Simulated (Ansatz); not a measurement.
Relaxation of C5H10O (16 atoms, charge 0, multiplicity 1), to a largest force component of 0.015 eV/Å in at most 40 steps.

Method: RKS r2SCAN-D4/STO-3G in Ansatz 0.2.0.

```xyz
16
Properties=species:S:1:pos:R:3
C -1.414 -1.526 0.562
C -0.880 -0.768 -0.420
C -1.480 -0.498 -1.762
C -3.022 -0.889 -1.943
C -0.690 -1.128 -2.906
O 0.617 -0.586 -3.017
H -0.995 -1.607 1.537
H -2.380 -1.949 0.368
H 0.032 -0.276 -0.248
H -1.489 0.577 -1.914
H -3.095 -2.031 -1.823
H -3.418 -0.607 -2.868
H -3.530 -0.486 -1.094
H -0.586 -2.258 -2.764
H -1.193 -0.975 -3.862
H 1.111 -0.920 -2.263
```

Problem. Where does it end, and by what steps?

Solution. It converged. Limits of this set-up: minimal basis. After 12 steps the energy has fallen by 0.738 eV; H16 moved furthest, 0.19 Å.

```tsv
step	energy less start (eV)	largest force component (eV/Å)	accepted
0	0.0000	3.805	yes
1	-0.5994	1.105	yes
2	-0.6229	1.717	yes
3	-0.3521	5.451	no
4	-0.7307	0.477	yes
5	-0.7337	0.152	yes
6	-0.7367	0.046	yes
7	-0.7370	0.034	yes
8	-0.7375	0.033	yes
9	-0.7379	0.021	yes
10	-0.7380	0.031	yes
11	-0.7380	0.025	yes
12	-0.7381	0.006	yes
```

```xyz
16
Properties=species:S:1:pos:R:3
C -1.397 -1.508 0.535
C -0.911 -0.703 -0.414
C -1.538 -0.444 -1.790
C -3.007 -0.929 -1.903
C -0.673 -1.138 -2.928
O 0.709 -0.678 -3.000
H -0.877 -1.645 1.489
H -2.332 -2.062 0.411
H 0.030 -0.163 -0.230
H -1.503 0.646 -1.978
H -3.063 -2.023 -1.814
H -3.423 -0.641 -2.879
H -3.625 -0.482 -1.112
H -0.749 -2.242 -2.788
H -1.129 -0.886 -3.907
H 1.076 -1.028 -2.108
```

Time of the run: 55 s on 1 thread of Intel(R) Xeon(R) CPU @ 2.60GHz (Ice Lake), with other jobs on the host, peak memory 0.16 GiB.
